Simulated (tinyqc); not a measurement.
Inside a calculation. Method: RKS/LDA (PW92) in the sto-3g basis, for BH2+, spin multiplicity 1. One step of it, computed by the program tinyqc.

Task: Iteration 1: diagonalisation and new density. Diagonalise F' = X^T F X, C = X C', fill 3 alpha and 3 beta electrons from the bottom; D = 2 C_occ C_occ^T; the new density keeps 0.2 of the old one (damping). Each column has its largest component positive (the first on a tie).

Kohn-Sham matrix F (hartree):
```
            1B 1s      1B 2s     1B 2px     1B 2py     1B 2pz      2H 1s      3H 1s
1B 1s   -9.391922  -2.440176   0.020345   0.009569   0.004674  -0.381709  -0.313588
1B 2s   -2.440176  -1.504170   0.093526   0.036251  -0.022551  -0.486537  -0.437658
1B 2px   0.020345   0.093526  -0.672941   0.016697   0.003541   0.023890   0.013602
1B 2py   0.009569   0.036251   0.016697  -0.782511  -0.017497  -0.370138   0.357170
1B 2pz   0.004674  -0.022551   0.003541  -0.017497  -0.679536  -0.143463  -0.126698
2H 1s   -0.381709  -0.486537   0.023890  -0.370138  -0.143463  -0.617812  -0.055780
3H 1s   -0.313588  -0.437658   0.013602   0.357170  -0.126698  -0.055780  -0.597087
```

X:
```
            1B 1s      1B 2s    1B 2px     1B 2py     1B 2pz      2H 1s      3H 1s
1B 1s    1.031021  -0.156933  0.000000  -0.001511  -0.005962   0.024171   0.022100
1B 2s   -0.156933   1.153708  0.000000   0.016310   0.047412  -0.236860  -0.200735
1B 2px   0.000000   0.000000  1.000000   0.000000   0.000000   0.000000   0.000000
1B 2py  -0.001511   0.016310  0.000000   1.134722   0.005622  -0.248608   0.218608
1B 2pz  -0.005962   0.047412  0.000000   0.005622   1.017993  -0.089376  -0.077605
2H 1s    0.024171  -0.236860  0.000000  -0.248608  -0.089376   1.153550  -0.019444
3H 1s    0.022100  -0.200735  0.000000   0.218608  -0.077605  -0.019444   1.119608
```

D at the start:
```
            1B 1s      1B 2s     1B 2px     1B 2py     1B 2pz      2H 1s      3H 1s
1B 1s    0.505206  -0.684524   0.086077   0.216877  -0.435758   0.293778  -0.281256
1B 2s   -0.684524   1.600656   0.513274   0.497375   0.262650  -0.776228   0.624563
1B 2px   0.086077   0.513274   1.033217   0.667048   0.236901   0.130444  -0.218575
1B 2py   0.216877   0.497375   0.667048   1.051447  -0.731113  -0.429990   0.267850
1B 2pz  -0.435758   0.262650   0.236901  -0.731113   1.425035   0.555989  -0.449694
2H 1s    0.293778  -0.776228   0.130444  -0.429990   0.555989   0.822740  -0.703583
3H 1s   -0.281256   0.624563  -0.218575   0.267850  -0.449694  -0.703583   0.614672
```

overlap S:
```
           1B 1s     1B 2s    1B 2px     1B 2py    1B 2pz     2H 1s      3H 1s
1B 1s   1.000000  0.269328  0.000000   0.000000  0.000000  0.041449   0.033919
1B 2s   0.269328  1.000000  0.000000   0.000000  0.000000  0.373820   0.333993
1B 2px  0.000000  0.000000  1.000000   0.000000  0.000000  0.000000   0.000000
1B 2py  0.000000  0.000000  0.000000   1.000000  0.000000  0.385673  -0.353814
1B 2pz  0.000000  0.000000  0.000000   0.000000  1.000000  0.144848   0.132648
2H 1s   0.041449  0.373820  0.000000   0.385673  0.144848  1.000000   0.033359
3H 1s   0.033919  0.333993  0.000000  -0.353814  0.132648  0.033359   1.000000
```

Give: F' = X^T F X; orbital energies; coefficients C; D after iteration 1.

Result:

F' = X^T F X (hartree):
```
         1        2        3        4        5        6        7
1  -9.2584  -1.0598   0.0071   0.0053   0.0033  -0.0595  -0.0382
2  -1.0598  -0.9902   0.0968   0.0496   0.0099  -0.1722  -0.1406
3   0.0071   0.0968  -0.6729   0.0175   0.0048   0.0012  -0.0002
4   0.0053   0.0496   0.0175  -0.6806  -0.0145  -0.1670   0.1560
5   0.0033   0.0099   0.0048  -0.0145  -0.6655  -0.0601  -0.0545
6  -0.0595  -0.1722   0.0012  -0.1670  -0.0601  -0.4474  -0.0243
7  -0.0382  -0.1406  -0.0002   0.1560  -0.0545  -0.0243  -0.4572
```

orbital energies (hartree): MO1 -9.3932, MO2 -0.9813, MO3 -0.8182, MO4 -0.6865, MO5 -0.6454, MO6 -0.3647, MO7 -0.2829

coefficients C:
```
            MO1      MO2      MO3      MO4      MO5      MO6      MO7
1B 1s    1.0035  -0.2424  -0.0151   0.0255  -0.0643   0.1223   0.0551
1B 2s   -0.0144   0.9058   0.0461  -0.1346   0.2290  -0.6810  -0.3122
1B 2px  -0.0022  -0.2642  -0.1444   0.3525   0.8773  -0.1070  -0.0630
1B 2py  -0.0017  -0.1346   0.7901  -0.0580   0.0793   0.2179  -0.8354
1B 2pz  -0.0017   0.0660   0.1313   0.8734  -0.3602  -0.3593  -0.0968
2H 1s    0.0049   0.0979   0.2390   0.1147   0.1604   0.5140   1.0430
3H 1s    0.0033   0.1004  -0.1767   0.1798   0.0130   0.9995  -0.5250
```

D after iteration 1:
```
          1B 1s    1B 2s   1B 2px   1B 2py   1B 2pz    2H 1s    3H 1s
1B 1s    1.8066  -0.5124   0.1197   0.0737  -0.1186   0.0228  -0.0856
1B 2s   -0.5124   1.6366  -0.2909  -0.0373   0.1579   0.0042   0.2573
1B 2px   0.1197  -0.2909   0.3517   0.0078  -0.0108  -0.0705  -0.0453
1B 2py   0.0737  -0.0373   0.0078   1.2382   0.0055   0.1951  -0.1915
1B 2pz  -0.1186   0.1579  -0.0108   0.0055   0.3196   0.1717  -0.1165
2H 1s    0.0228   0.0042  -0.0705   0.1951   0.1717   0.2713  -0.1925
3H 1s   -0.0856   0.2573  -0.0453  -0.1915  -0.1165  -0.1925   0.1890
```
